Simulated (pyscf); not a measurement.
`[OH][Ga]([F])[F]` + `[FH]` → `[OH][Ga]([F])[F]` + `[FH]` (four-centre exchange; singlet surface; F–Ga, F–H broken, F–Ga, F–H formed). Optimised with ωB97X-D3(BJ)/def2-SVP in PySCF. Energies in eV from the separated reactants.

```csv
level,barrier,reaction energy
ωB97X-D3(BJ)/def2-TZVP,-0.40,0.00
PBE/def2-TZVP,…,0.00
B3LYP-D3(BJ)/def2-TZVP,-0.37,0.00
PBE0-D3(BJ)/def2-TZVP,…,0.00
ωB97M-D3(BJ)/def2-TZVP,-0.38,0.00
HF/def2-TZVP,0.03,0.00
```

Question: Complete the blanks.

Answer: 
- PBE/def2-TZVP, barrier: -0.45
- PBE0-D3(BJ)/def2-TZVP, barrier: -0.43

On the reactant side the descent ends in an adduct with a F–Ga contact, 0.57 eV under the separated species and 0.17 eV under the saddle at ωB97X-D3(BJ)/def2-TZVP. On the product side the descent ends in an adduct with a F–Ga contact, 0.57 eV under the separated species and 0.17 eV under the saddle at ωB97X-D3(BJ)/def2-TZVP. At ωB97X-D3(BJ), PBE, B3LYP-D3(BJ), PBE0-D3(BJ), ωB97M-D3(BJ) the saddle lies under the separated reactants, which points to a path from their complex (located at ωB97X-D3(BJ) alone). At ωB97X-D3(BJ), PBE, B3LYP-D3(BJ), PBE0-D3(BJ), ωB97M-D3(BJ) the saddle lies under the separated products, which points to a path from their complex (located at ωB97X-D3(BJ) alone). What is counted as formed (F–Ga) is already present as a longer contact in the reactant adduct; forming that adduct is a step of its own. What is counted as broken (F–Ga) persists as a longer contact in the product adduct; parting that adduct is a step of its own. One saddle was located; it need not be the lowest between these sides. Elements up to Kr have no core potential and no relativistic terms here.
